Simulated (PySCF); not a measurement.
## Reproducing measurements on isobutyronitrile

**Measured values to compare with.**

NIST CCCBDB Release 22 (SRD 101), experimental polarizabilities lists, for the gas: mean polarisability 8.049 Å³.

The results are set against them at the end.

Isobutyronitrile, C4H7N.
Numbering: `[CH3:1][CH:2]([CH3:3])[C:4]#[N:5]` (hydrogens: H6, H7, H8 on C1; H9 on C2; H10, H11, H12 on C3)

Structure used (GFN2-xTB), in Å, numbered top down from 1:
```
atom  x, y, z in Å
C1     1.208   -0.418    0.443
C2     0.102    0.201   -0.416
C3    -1.243   -0.498   -0.196
C4    -0.028    1.606   -0.096
N5    -0.135    2.713    0.168
H6     1.329   -1.469    0.187
H7     0.953   -0.344    1.499
H8     2.154    0.093    0.280
H9     0.381    0.131   -1.475
H10   -1.539   -0.428    0.849
H11   -2.019   -0.039   -0.805
H12   -1.162   -1.548   -0.466
```

The PySCF runs (gas phase, on this GFN2-xTB geometry; no spin–orbit coupling):

```
         level                                                                job  basis functions  wall time
PBE0/def2-SVPD  8 singlets by full TDDFT, 3 Tamm–Dancoff triplets, polarisability              156       10 s
```

Hardware: x86-64 server, one thread, shared host.

## Comparison

**Mean polarisability.** Measured: 8.049 Å³ (NIST CCCBDB Release 22 (SRD 101), experimental polarizabilities).

```csv
level,computed (Å³),computed − measured (Å³),% (from the printed values)
PBE0/def2-SVPD,7.683,-0.366,-5
```

The computed values are static and purely electronic, with core orbitals frozen in the response (1 au = 0.148185 Å³). The table of measured values doesn't say here whether a value is static or optical, or holds a vibrational part.

No measured geometry was used, and the causes of the misses weren't examined.
